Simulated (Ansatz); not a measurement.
A calculation with Ansatz (development build ahead of 0.2.0).

```yaml
crystal:
  periodic: [false, false, false]
  atoms:
    - { symbol: Si, position_ang: [0.0, 0.0, 0.13127] }
    - { symbol: H, position_ang: [0.0, 1.09694, -0.9189] }
    - { symbol: H, position_ang: [0.0, -3.29081, -3.01926] }
basis:
  gaussian: { orbitals: pcseg-2 }
magnetization:
  spin_polarized: true
hamiltonian:
  xc: hf
```

The input is written out in the form of the current development build from the run's settings.

Results

* Converged: yes
* Total energy: -289.93073 hartree
* Spin squared of the determinant: 1.012
* Stability test: minimum

Caution: the unrestricted determinant is a mixture of spin states.
